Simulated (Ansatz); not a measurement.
Relaxing Ta2Ti

Level of theory: DFT PBE, scalar-relativistic, plane waves, PAW (Ansatz). Cutoff 420 eV, Γ-centred k mesh, Gaussian smearing, no spin polarisation in the final step.

Ta2Ti was placed on the cubic Laves (C15) structure type (Fd-3m, No. 227), with Ti in place of Mg, Ta in place of Cu, at a guessed volume.

```
Ti Ta
1.0
     0.00000    3.64190    3.64190
     3.64190    0.00000    3.64190
     3.64190    3.64190    0.00000
Ti Ta
2 4
Direct
  0.00000 0.00000 0.00000
  0.25000 0.25000 0.25000
  0.62500 0.62500 0.62500
  0.12500 0.62500 0.62500
  0.62500 0.62500 0.12500
  0.62500 0.12500 0.62500
```

Cell and atoms relax at zero pressure; the relaxation can't lower the symmetry of the start. After a coarse first stage the cell is made exact in the group found at 0.06 Å.

The zero of energy is the elements' standard structures at the same level; no fitted shifts are applied.

Question: Describe the relaxed structure.

Answer: It keeps Fd-3m (No. 227). The result has the cubic Laves (C15) structure. Conventional cell: a = 7.708 Å. Ti is coordinated by 12 Ta at 3.20 Å and 4 Ti at 3.34 Å; Ta is coordinated by 6 Ta at 2.73 Å and 6 Ti at 3.20 Å.

```
Ti Ta
1.0
     0.00000    3.85405    3.85405
     3.85405    0.00000    3.85405
     3.85405    3.85405    0.00000
Ti Ta
2 4
Direct
  0.00000 0.00000 0.00000
  0.25000 0.25000 0.25000
  0.62500 0.62500 0.62500
  0.12500 0.62500 0.62500
  0.62500 0.62500 0.12500
  0.62500 0.12500 0.62500
```

Question: What are its volume, energy, density and gap?

Answer: The volume per atom is 19.08 Å³, the density is 11.89 g/cm³ and the energy over the elements is 0.28 eV/atom. The gap on the 8×8×8 mesh is 0 eV (a metal).

The final run used a 8×8×8 mesh on its 6-atom cell and 0.10 eV smearing. For metals, differences of a few meV/atom aren't resolved. Spin–orbit coupling is left out. A structure relaxed within its symmetry needn't be a true minimum.

Cost: 3 runs of about 1.4 core-minutes in all, on AMD EPYC 7R43 (Zen 3) (shared hosts).